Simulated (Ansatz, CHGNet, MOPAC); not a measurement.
## Elastic constant C12 of zinc-blende InAs: levels of theory against measurement

Reference value: 45 GPa (measured, temperature not stated, not corrected to a static lattice; as tabulated in Råsander and Moram (2015), arXiv:1505.02379).

Problem. What do PM7 semi-empirical Hartree-Fock (MOPAC), CHGNet-r²SCAN, LDA, PBE, PBE+SOC, revPBE, PBE-D3(BJ), r²SCAN, r²SCANh give, and how far is each from the reference?

Solution. 
```tsv
level (code)	value (GPa)	cell (Å³/atom)	difference (%)
PM7 semi-empirical Hartree-Fock (MOPAC)	78.4	27.83	+74
CHGNet-r²SCAN	48.0	28.53	+6.7
LDA (Ansatz)	47.9	27.35	+6.4
PBE (Ansatz)	37.3	29.59	-17.1
PBE+SOC (Ansatz)	37.3	29.57	-17.1
revPBE (Ansatz)	33.8	30.31	-25
PBE-D3(BJ) (Ansatz)	43.0	28.53	-4.4
r²SCAN (Ansatz)	45.1	28.49	+0.2
r²SCANh (Ansatz)	47.2	28.24	+4.9
```

The reference's temperature isn't stated, so close values are not ranked against it. Off by more than 25 %, or 35 % on the side where a correction would as a rule narrow the miss (bounds picked here): PM7 semi-empirical Hartree-Fock (MOPAC) (+74 %).

The measured value isn't corrected to a static lattice, so vibrations enter the comparison.  PM7 semi-empirical Hartree-Fock (MOPAC): the method was fitted mainly to molecules. PM7 semi-empirical Hartree-Fock (MOPAC): the run uses a supercell at the zone centre in place of a k mesh. LDA, PBE, PBE+SOC, revPBE, PBE-D3(BJ): the solid has no gap at this level, which affects its response. PBE-D3(BJ): the dispersion coefficients are held fixed in the derivatives. Each level is taken at its own relaxed cell. Cutoffs and k meshes differ between the levels. Ansatz's density-functional and Hartree–Fock values are scalar-relativistic unless marked +SOC, with PAW data made under PBE.

Machine-learned potentials (CHGNet-r²SCAN) are trained on DFT data: a solid inside that data is no test of them.

Differences are worked out from the printed values.

Ansatz is a first-principles code.
